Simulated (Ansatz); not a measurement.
C3H6F2O can be A, `FCCOCF`, or B, `COC(C)(F)F`.

Computed with Ansatz on PBE0-D4/def2-TZVP structures; ΔE is electronic, products minus reactants. CCSD(T)/CBS is the MP2 limit (def2-TZVPP, def2-QZVPP) plus CCSD(T) − MP2 in def2-TZVPP, frozen cores. Functionals use def2-TZVPP. One conformer a species, not always the lowest.

(1) Which isomer does CCSD(T)/CBS put lower? Give the gap. (Best estimate.)

(2) Give E(B) − E(A) in kJ/mol with r2SCAN-D4, MP2/def2-TZVPP, ωB97M-V, HF/def2-TZVPP, B2PLYP, CCSD(T)/def2-TZVPP, PBE-D4. (Estimate.)

Largest T1 diagnostic: 0.011.

Answers

(1) Computed: B, by 66.5 kJ/mol.

(2) The calculation gave: r2SCAN-D4 -74.7, MP2/def2-TZVPP -69.2, ωB97M-V -70.7, HF/def2-TZVPP -63.5, B2PLYP -62.7, CCSD(T)/def2-TZVPP -67.6, PBE-D4 -63.7. None reverses the order clearly.

The D4 term adds −3.2 kJ/mol with B3LYP and −1.6 kJ/mol with PBE0; it sums over pairs of atoms, weighted by their polarisabilities, and B3LYP, whose exchange is more repulsive, gets the larger term. In def2-TZVPP, CCSD(T) changes the Hartree–Fock value by −4.2 kJ/mol (the triples alone add −1.5 kJ/mol) and MP2 by −5.7 kJ/mol.

B3LYP here is the variant with VWN-RPA as its local correlation; programs differ in this.
